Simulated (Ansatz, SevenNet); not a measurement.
# Ladder of methods for the lattice parameter c of hcp Sc

Reference value: 5.268 Å (measured, 293 K, not corrected to a static lattice; as tabulated in Wikipedia's data pages).

**Question.** What do SevenNet-l3i5, PBE, PBE-D4, r²SCAN, HSE06 give, and how far is each from the reference?

**Answer.** 
| level (code) | value (Å) | difference (%) |
|---|---|---|
| SevenNet-l3i5 (SevenNet) | 5.195 | -1.39 |
| PBE (Ansatz) | 5.165 | -1.96 |
| PBE-D4 (Ansatz) | 5.126 | -2.70 |
| r²SCAN (Ansatz) | 5.192 | -1.44 |
| HSE06 (Ansatz) | 5.222 | -0.87 |

Of these levels HSE06 (-0.87 %) comes nearest. Farthest off: PBE-D4 (-2.70 %). All 5 levels lie below the reference.

The reference has no zero-point or thermal correction, while the calculations are for a static lattice, so the differences are not the levels' errors alone. A static lattice is as a rule a little smaller than the measured one.  Cutoffs and k meshes differ between the levels. Ansatz's density-functional and Hartree–Fock values are scalar-relativistic unless marked +SOC, with PAW data made under PBE.

Machine-learned potentials (SevenNet-l3i5) are trained on DFT data, which may include these solids.

Differences are worked out from the printed values.

Ansatz is a quantum-chemistry and plane-wave program.
